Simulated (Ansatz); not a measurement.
Reaction (ligand exchange at the Si–N bond): `B[SiH2]N` + HCl → `B[SiH2]Cl` + NH₃

Program: Ansatz. Geometries: PBE0-D4/def2-TZVP. ΔE: electronic, gas phase. CCSD(T)/CBS adds triple-zeta CCSD(T) − MP2 to the extrapolated MP2 energy (def2 sets, frozen cores). This one scheme is used for every species. DFT in def2-TZVPP. One conformer a species, not always the lowest.

`B[SiH2]N`:

```xyz
9

B    -0.383   -0.075   -1.593
Si    0.351   -0.462    0.229
N    -0.281    0.618    1.416
H    -0.891    0.970   -1.880
H    -0.271   -0.882   -2.470
H     1.845   -0.416    0.040
H     0.056   -1.850    0.684
H    -0.042    0.503    2.388
H    -0.384    1.593    1.186
```

HCl:

Cartesian coordinates in Å:
```
Cl 0.415 -0.305 -0.380
H -0.415 0.305 0.380
```

`B[SiH2]Cl`:

```xyz
7

B    -0.485    0.732    0.868
Si    0.388   -0.431   -0.509
Cl   -0.951   -1.437   -1.716
H     0.220    1.341    1.619
H    -1.667    0.852    0.978
H     1.251    0.397   -1.394
H     1.244   -1.453    0.153
```

NH₃:

Z-matrix (Å, degrees):
```
N
H 1 1.013
H 1 1.013 2 107.1
H 1 1.013 2 107.1 3 -114.5
```

```
        level  ΔE (kJ/mol)
      PBE0-D4        -56.3
CCSD/def2-SVP        -49.8
```

**Question.** What does CCSD(T)/CBS give? (An estimate is asked.)

**Answer.** Ansatz gave: -54.4 kJ/mol. The listed levels differ from it by -1.9, 4.6 kJ/mol.

**Question.** What do rigid-rotor, harmonic-oscillator terms from PBE0-D4/def2-TZVP frequencies (298.15 K, 1 bar) make of the CCSD(T)/CBS value? (Estimate.)

**Answer.** The calculation gave: ΔZPE = +8.8 kJ/mol, ΔH = -46.0 kJ/mol, ΔS = 5 J/(mol·K), ΔG = -47.6 kJ/mol.

Largest T1 diagnostic among the species: 0.011.

At CCSD(T), def2-SVP lies +4.8 kJ/mol from the extrapolated value and def2-TZVPP +3.3 kJ/mol. Leaving LDA and LC-ωPBE aside and taking each functional with its dispersion term where it has one, the values, not all of them listed here, spread over 6.5 kJ/mol, from HSE06-D4 to CAM-B3LYP-D4. LDA lies +8.7 kJ/mol from PBE without D4.
